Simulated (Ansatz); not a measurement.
Rock-salt HfC, treated with PBE-D3(BJ) (plane waves, PAW; Ansatz, an electronic-structure program).

Numerical settings: plane-wave cutoff 520 eV, 24×24×24 k mesh, Fermi–Dirac smearing 0.065 eV (set by the program), scalar-relativistic PAW data made under PBE.

Computed at the level's own relaxed cell.

Elastic tensor (GPa, Voigt notation, ions relaxed):

```
  531.0    99.3    99.3     0.0     0.0     0.0
   99.3   531.0    99.3     0.0     0.0     0.0
   99.3    99.3   531.0     0.0     0.0     0.0
    0.0     0.0     0.0   173.8     0.0     0.0
    0.0     0.0     0.0     0.0   173.8     0.0
    0.0     0.0     0.0     0.0     0.0   173.8
```

Worked from these constants: the tetragonal shear constant is C′ = (C11 − C12)/2 = 215.8 GPa against C44 = 173.8 GPa, so the C44 shear is the softer. The Zener ratio C44/C′ is 0.81 (1 for an isotropic solid), and the Cauchy pressure C12 − C44 is -74.5 GPa. With C11 + 2C12 = 729.6 GPa all three Born conditions hold; they don't test modes at the zone boundary.

Measured, for comparison: elastic constant C11 500 GPa, elastic constant C44 180 GPa (temperature not stated, no zero-point or thermal correction; as tabulated in Wu et al. (2005), arXiv:cond-mat/0412374). Computed (rounded) less measured: elastic constant C11 +6 %, elastic constant C44 -3 %. A static lattice is as a rule a little smaller and stiffer than an uncorrected measurement, which narrows the difference in the elastic constant C11 and would widen misses of the other sign.

Note: the dispersion coefficients are held fixed in the derivatives.

Spin–orbit coupling is not included.

Static lattice: no zero-point or thermal effects.
